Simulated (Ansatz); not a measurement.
A run of Ansatz (development build ahead of 0.2.0) on doublet CH4S(+) at this shape:

```csv
atom,x (Å),y (Å),z (Å)
C,0.6373,-0.4746,-0.8358
S,-0.3565,0.3160,0.4647
H,1.2863,0.2991,-1.2423
H,1.2565,-1.2717,-0.4292
H,0.0095,-0.8604,-1.6368
H,-1.0542,-0.7586,0.8375
```

Its results:

```
Converged                       : yes
Total energy                    : -438.00757 hartree
Spin squared of the determinant : 0.754
Stability test                  : minimum
```

Forces (eV/Å):
```
atom      Fx      Fy      Fz
  C1  -0.134   1.041   0.515
  S2   0.901   0.094  -0.918
  H3   0.181   0.357  -0.072
  H4   0.118  -0.531   0.425
  H5  -0.577  -0.298  -0.236
  H6  -0.488  -0.664   0.287
```

Task: Which input gives this output? Name the method, the orbitals and the basis set, and write the input.

Result: PBE0 (unrestricted) in def2-SVP.

```yaml
crystal:
  periodic: [false, false, false]
  atoms:
    - { symbol: C, position_ang: [0.63728, -0.47463, -0.83582] }
    - { symbol: S, position_ang: [-0.35649, 0.31599, 0.46469] }
    - { symbol: H, position_ang: [1.28628, 0.29912, -1.24225] }
    - { symbol: H, position_ang: [1.25649, -1.2717, -0.4292] }
    - { symbol: H, position_ang: [0.00952, -0.86036, -1.6368] }
    - { symbol: H, position_ang: [-1.05422, -0.75862, 0.83745] }
basis:
  gaussian: { orbitals: def2-SVP }
total_charge: 1
magnetization:
  spin_polarized: true
  initial_magnetization: 1
hamiltonian:
  xc: pbe0
output:
  forces: true
```
